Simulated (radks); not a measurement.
**N³⁺ in [He] 2s1.75 2p0.25: an all-electron calculation**

The task here is to estimate one member of a computed series from the others.

Method: scalar-relativistic Kohn-Sham, PBEsol, spin-polarised, spherical densities, point nucleus; open shells are filled with parallel spins first. Code: radks (a radial shooting solver on a logarithmic mesh, Libxc functionals) version 1.

### What is computed

| Item | Value |
| --- | --- |
| element | nitrogen (Z = 7) |
| charge | +3 |
| electrons | 4 |
| configuration | [He] 2s1.75 2p0.25 |

The first run:

Settings of this run:

```text
Z 7
configuration [He] 2s1.75 2p0.25 3s0 3p0
relativity scalar-relativistic
functional pbe_sol,pbe_sol
spin polarised
nucleus point
c 137.035999084
```

Started as:

```
> python run_ks.py task.json out
```

This one command runs every case of the session in turn.

One of the session's tables, all rows but one given; the rest of the session is left out.

It belongs to the step «Orbitals and density». Sizes of the orbitals, from the radial functions (bohr):

```
  level     <r>  outermost maximum (interpolated)  90 % within
  1s up  0.2295                             0.149        0.411
1s down  0.2293                             0.149        0.411
  2s up   1.105                             0.924         1.70
2s down   1.113                             0.928         1.72
  2p up       ?                                 ?            ?
2p down   1.044                             0.813         1.70
```

Estimate the missing values for 2p up.

**Answer.** <r>: 1.035; outermost maximum (interpolated): 0.810; 90 % within: 1.68. In the column «<r>» it lies between 1s up (0.2295) and 2p down (1.044).
